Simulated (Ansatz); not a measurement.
## Four-centre ligand exchange

Start structure (CH₈AlN, singlet), relaxed at PBE0-D4/def2-TZVP:

Al1  (-0.040, 0.199, -1.424)
N2  (1.353, 1.225, -1.054)
H3  (0.234, -1.314, -1.803)
H4  (-1.472, 0.876, -1.452)
H5  (0.077, -0.143, 1.250)
C6  (-0.737, -0.821, 1.519)
H7  (1.303, 2.207, -0.834)
H8  (2.310, 0.913, -1.041)
H9  (-0.315, -1.718, 1.969)
H10  (-1.321, -1.107, 0.642)
H11  (-1.393, -0.317, 2.228)
(Å)

The step: AlNH₄ ([NH2][AlH2]) + CH₄ → CH₅Al ([CH3][AlH2]) + NH₃ (still joined by a long Al–N bond); bonds formed: Al1–C6, N2–H5; bonds broken: H5–C6; bonds weakened to dative contacts: Al1–N2. Ansatz 0.2.0; basis: def2-TZVPP and def2-QZVPP; cores frozen in the correlated methods. Extrapolation: Hartree–Fock as exp(−7.88 √X), correlation as X^−2.97. Energies below are by CCSD(T) at an estimated basis limit (MP2 extrapolated from triple and quadruple zeta, plus CCSD(T) − MP2 in triple zeta).

(1) What are the electronic barrier and the energy of the step, from the start structure to the end structure? (An estimate is asked for; the value comes from the calculation.)

The T1 diagnostic stays at or below 0.012. The start structure is not quite a true minimum (one mode of 58i cm⁻¹).

## Answers

(1) Computed: Barrier 135.7 kJ/mol; step energy -5.6 kJ/mol (downhill); reverse barrier, their difference, 141.2 kJ/mol. Barrier and step energy count from the start structure, the reverse barrier from the end structure.

The saddle point: One imaginary mode of 1444i cm⁻¹.
```
  pair  start (Å)  saddle (Å)  end (Å)
Al1–C6       3.19        2.16     1.97
 N2–H5       2.97        1.35     1.01
Al1–N2       1.77        1.91     2.07
 H5–C6       1.09        1.42     3.30
```

Zero-point energy (harmonic, PBE0-D4): ZPE is 222.7 kJ/mol at the start and 216.4 kJ/mol at the saddle, so the barrier goes from 135.7 to 129.3 kJ/mol.

Labels in which every atom is bracketed show which atoms are joined, not bond orders.

For scale, one of the runs: CCSD(T)/def2-TZVPP, 216 basis functions, launched by `ansatz run in.yaml --threads 2 --pin off --events-out ev --progress --plain --max-ram 4352MiB`. The run took 67 s on 2 CPU threads of an Arm Neoverse V1 (shared host), with 3.1 GiB of host memory at its peak.
